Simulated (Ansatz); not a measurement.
**Bulk modulus of some hcp solids**

Method: rVV10 (Ansatz, a program for electronic structure, PAW). References are measured values corrected to a static lattice. The table is a random draw of 8 from 12 solids with such references.

Values in GPa.

```csv
solid,reference,rVV10,error (%)
hcp Hf,110,110,0.0
hcp Mg,38.6¶,37.4,-3.1
hcp Ru,318 (318–336),295,-7.2
hcp Zn,69.7 (64.7–69.7),51.6,-26
hcp Tl,37.4¶,30.5,-18.4
hcp Y,41.7 (37.3–41.7),43.1,+3.4
hcp Co,193,211,+9.3
hcp Re,369,351,-4.9
```

Over these 8 solids the mean error is -5.9 %, the mean absolute error 9.0 % (median 6.1 %), and the worst case hcp Zn at -26 %; the value is below the reference in 5 of 8 cases. Over all 12, from unrounded values, the mean error is -7.1 % and the mean absolute error 10.4 % (median 6.9 %).

All these references are brought to a static lattice.

Spin–orbit coupling is left out, also for the solids with elements from indium on (hcp Hf, hcp Tl, hcp Re); its size isn't shown.

¶ marks references of a special kind: hcp Mg, 38.6 GPa (measured, copied from a table, unchecked, extrapolated to 0 K and zero-point effects removed; as tabulated in Lejaeghere et al. (2013), arXiv:1204.2733); hcp Tl, 37.4 GPa (measured, copied from a table, unchecked, extrapolated to 0 K and zero-point effects removed; as tabulated in Lejaeghere et al. (2013), arXiv:1204.2733).

In Ansatz's fits of the non-cubic solids, shape and atoms are relaxed at each volume.

Brackets give the range of the sources taken for a reference, where it is wide; it can hold other temperatures.

Differences are worked out from the printed values.

Each level is taken at its own relaxed cell. Ansatz's density-functional and Hartree–Fock values are scalar-relativistic unless marked +SOC, with PAW data made under PBE.

Ansatz's runs of these crystals have no spin polarisation, but for hcp Co.

Density-functional runs with spin start from parallel moments for hcp Co.

Not in this set, of the hcp solids with a reference value in our tables and a result at some level: 3 for sources at odds; 1 for a reference at room or unstated temperature. These can be a level's best or worst cases. Solids without a released value at any level aren't counted. Layered and molecular crystals are counted apart. The metals Ce to Yb are counted apart.

References as tabulated in doi:10.1021/acs.jctc.3c00612; Lejaeghere et al. (2013), arXiv:1204.2733.
